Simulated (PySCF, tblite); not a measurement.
One entry of a table of gas-phase calculations, keyed by method. Lists by class give the value and the number of equivalent atoms.

```json
{
 "formula": "C4H7OP",
 "smiles": "O=[PH]1CC=CC1",
 "inchi": "InChI=1S/C4H7OP/c5-6-3-1-2-4-6/h1-2,6H,3-4H2",
 "charge": 0,
 "multiplicity": 1,
 "geometry_level": "GFN2-xTB",
 "electronic_structure_code": "PySCF",
 "results": {
  "GFN2-xTB geometry": {
   "point_group": "Cs",
   "rotational_constants_GHz": [6.064, 2.645, 2.0]
  },
  "B3LYP/def2-SVPD ground state and vertical TDDFT (core frozen in the response)": {
   "dipole_D": 4.27,
   "homo_eV": -7.53,
   "lumo_eV": -0.45,
   "S1_eV": 6.13,
   "strongest_line_of_8_singlets_eV": 6.92,
   "T1_tda_eV": 4.42,
   "polarisability_au": 68.9,
   "r2_bohr2_about_centre_of_nuclear_charge": 640.0,
   "singlets_eV_and_f": [
    [6.13, 0.013],
    [6.31, 0.005],
    [6.78, 0.012],
    [6.91, 0.023],
    [6.92, 0.07],
    [7.02, 0.042],
    [7.08, 0.01],
    [7.2, 0.006]
   ],
   "triplets_tda_eV": [4.42, 5.96, 6.28]
  },
  "PBE0/pcSseg-1 ground state and GIAO shieldings, non-relativistic": {
   "shift_vs_computed_TMS_C_by_class_ppm": [
    [133.7, 2],
    [34.0, 2]
   ],
   "shift_vs_computed_TMS_H_by_class_ppm": [
    [7.56, 1],
    [5.92, 2],
    [2.52, 2],
    [2.38, 2]
   ],
   "shielding_other_nuclei_by_class_ppm": [
    ["O", 236.7, 1],
    ["P", 300.7, 1]
   ]
  },
  "GFN2-xTB harmonic vibrations, gas phase": {
   "strongest_ir_bands_cm-1_km_per_mol_modes": [
    [692.3, 56.8, 1],
    [834.7, 31.3, 1],
    [900.4, 34.6, 1],
    [1296.3, 346.1, 1],
    [2268.6, 239.5, 1],
    [3104.4, 50.4, 1]
   ],
   "zpe_kcal_per_mol": 62.4
  }
 }
}
```

The zero-point energy, half the sum of the 33 harmonic wavenumbers, equals 21830 cm⁻¹ or 261 kJ/mol. The dipole matches unit charges of opposite sign 0.89 Å apart (1 e·Å = 4.8032 D).

One conformer stands for the species.
